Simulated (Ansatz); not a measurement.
# C2H4OS: the cost of one run

Method: UKS PBE/def2-SVP, in Ansatz 0.2.0.

1 further run of the same task is left out (it didn't finish).

## 1. Starting point

Bond lengths: C1–C2 1.500 Å, C2–O3 1.377 Å, C2–S4 1.769 Å, O3–S4 1.686 Å, C1–H5 1.089 Å, C1–H6 1.088 Å, C1–H7 1.087 Å, C2–H8 1.090 Å. Angles: C1–C2–O3 118.7°, C1–C2–S4 119.4°, C1–C2–H8 115.8°, O3–C2–S4 63.4°, O3–C2–H8 114.8°, S4–C2–H8 114.5°, C2–C1–H5 109.5°, C2–C1–H6 110.1°, C2–C1–H7 110.0°, H5–C1–H6 108.9°, H5–C1–H7 109.0°, H6–C1–H7 109.5°, C2–O3–S4 69.7°, C2–S4–O3 46.9°.

Coordinates:

```xyz
8

C     0.1291    0.7389   -0.4516
C    -0.3336   -0.4323    0.3630
O     0.4949   -0.9223    1.3479
S     0.3813   -2.0255    0.0786
H    -0.0580    1.6602    0.0983
H    -0.4126    0.7757   -1.3939
H     1.1951    0.6556   -0.6495
H    -1.3962   -0.4503    0.6072
```

## 2. Relaxing end A

File input.yaml:

```yaml
crystal:
  periodic: [false, false, false]
  atoms:
    - { symbol: C, position_ang: [0.12914, 0.73891, -0.4516] }
    - { symbol: C, position_ang: [-0.3336, -0.4323, 0.36301] }
    - { symbol: O, position_ang: [0.49486, -0.92232, 1.34794] }
    - { symbol: S, position_ang: [0.38126, -2.02551, 0.0786] }
    - { symbol: H, position_ang: [-0.05795, 1.66023, 0.0983] }
    - { symbol: H, position_ang: [-0.41262, 0.77573, -1.39392] }
    - { symbol: H, position_ang: [1.19509, 0.65559, -0.64953] }
    - { symbol: H, position_ang: [-1.39619, -0.45032, 0.60721] }
magnetization:
  spin_polarized: true
basis:
  gaussian: { orbitals: def2-SVP }
hamiltonian:
  xc: pbe
relax:
  f_tol: 0.02
  max_steps: 50
```

Command:

```sh
ansatz run input.yaml --threads 2 --pin off --max-ram 3072MiB --backend cpu --events-out ev --progress --plain --runs-dir out
```

**Question.** How long does this run take on 2 threads of Arm Neoverse V1, shared host, and how much memory does it need?

About 13 s, with a peak of 0.16 GiB.
